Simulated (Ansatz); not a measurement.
**BSiH₃ (triplet): wave-function methods side by side at a displaced geometry (v1), cc-pVDZ**

An exercise on one series of results from a longer session: the logs are not shown, and one member is left open.

Computed with Ansatz 0.2.0, Gaussian basis. Level: cc-pVDZ, core rule «outside noble gas», up to 6 orbitals frozen.

To be run: UHF; CCSD(T) on ROHF; CCSD(T) on UHF; BCCD(T) on ROHF; CISD; CCSDT(Q) on ROHF; CCSDT(Q) on UHF.

29 further runs of the same task are left out: 2 for a known fault of the program, 8 that didn't finish, 19 set aside as unsound or not needed.

## What is computed

The geometry is a PBE0/def2-TZVP stationary point (not a proven minimum) with its atoms shifted at random (size 0.040 Å).

5 atoms, charge 0, spin multiplicity 3.

Atoms are counted from 1 here; the program's logs count them from 0.

Bond lengths: Si1–B2 1.892 Å, Si1–H3 1.499 Å, Si1–H4 1.485 Å, B2–H5 1.251 Å. Angles: B2–Si1–H3 126.7°, B2–Si1–H4 120.0°, H3–Si1–H4 113.3°, Si1–B2–H5 144.1°.

Coordinates:

```xyz
5
BH3Si
Si    0.00278    0.03245    0.51757
B     0.00194   -0.14199   -1.36618
H     0.04991    1.31001    1.29943
H    -0.05287   -1.17923    1.37480
H    -0.09525    0.48811   -2.44241
```

Set-up of the first run:

in.yaml reads:

```yaml
crystal:
  periodic: [false, false, false]
  atoms:
    - {symbol: Si, position_ang: [0.002777, 0.032445, 0.517568]}
    - {symbol: B, position_ang: [0.001943, -0.141989, -1.366183]}
    - {symbol: H, position_ang: [0.049907, 1.310011, 1.299426]}
    - {symbol: H, position_ang: [-0.052869, -1.179228, 1.374802]}
    - {symbol: H, position_ang: [-0.095254, 0.488107, -2.442407]}
basis:
  gaussian: {orbitals: cc-pVDZ}
magnetization: {spin_polarized: true, initial_magnetization: 2}
hamiltonian: {xc: hf}
output: {orbitals: {seedname: orbitals}}
```

The run is started by

```sh
> ansatz run in.yaml --threads 1 --pin off --events-out ev --progress --plain --max-ram 2393MiB
```

Among the steps run: UHF; CCSD(T) on ROHF; CCSD(T) on UHF; BCCD(T) on ROHF; CISD; CCSDT(Q) on ROHF; CCSDT(Q) on UHF.

One table of the session follows, with a row left open; its other results are not shown here.

It belongs to the step «Misses and costs». 

```
   method  from UCCSDT(Q) (kcal/mol)
     ROHF                    +124.09
      UHF                    +121.65
     RMP2                     +27.51
     UMP2                     +27.74
     CISD                     +12.29
    RCCSD                      +4.17
    UCCSD                          ?
 RCCSD(T)                      +0.92
 UCCSD(T)                      +0.92
  BCCD(T)                      +0.90
   RCCSDT                      +0.16
   UCCSDT                      +0.15
RCCSDT(Q)                      +0.01
UCCSDT(Q)                          0
```

Estimate the missing values for UCCSD.

As computed: from UCCSDT(Q) (kcal/mol): +4.11. In the column «from UCCSDT(Q) (kcal/mol)» it lies between UCCSD(T) (+0.92) and RCCSD (+4.17).

Caveats from the session: Restricted and unrestricted rows rest on different reference determinants; where their highest levels disagree by more than a few hundredths of an eV, they describe different states and don't form one ladder.
